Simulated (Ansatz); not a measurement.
C6H12 can be A, `C=C(C)C(C)C`, or B, `CC1CCCC1`.

Program: Ansatz. Geometries: PBE0-D4/def2-TZVP. ΔE: electronic, gas phase. CCSD(T)/CBS is the MP2 limit (def2-TZVPP, def2-QZVPP) plus CCSD(T) − MP2 in def2-TZVPP, frozen cores. Functionals use def2-TZVPP. B3LYP here is the variant with VWN-RPA as its local correlation; programs differ in this. One conformer a species, not always the lowest.

Which is lower in electronic energy at CCSD(T)/CBS, and by how much? (Estimate.)

Computed: B, by 12.7 kcal/mol.

Give E(B) − E(A) in kcal/mol with PBE0-D4, CCSD(T)/def2-TZVPP, MP2/def2-TZVPP, B3LYP, PBE-D4, LDA (SPW92), B2PLYP. (An estimate is asked.)

The calculation gave: PBE0-D4 -15.9, CCSD(T)/def2-TZVPP -12.9, MP2/def2-TZVPP -14.4, B3LYP -9.8, PBE-D4 -13.2, LDA (SPW92) -18.0, B2PLYP -11.3. None reverses the order clearly.

Largest T1 diagnostic: 0.009.

From r2SCAN to r2SCAN0 (25 % exact exchange), in def2-TZVPP and without D4, E(B) − E(A) moves by −2.3 kcal/mol. Leaving LDA and LC-ωPBE aside and taking each functional with its dispersion term where it has one, the values, not all of them listed here, spread over 10.1 kcal/mol, from PBE-QIDH to BLYP-D4. LDA lies −4.8 kcal/mol from PBE without D4.
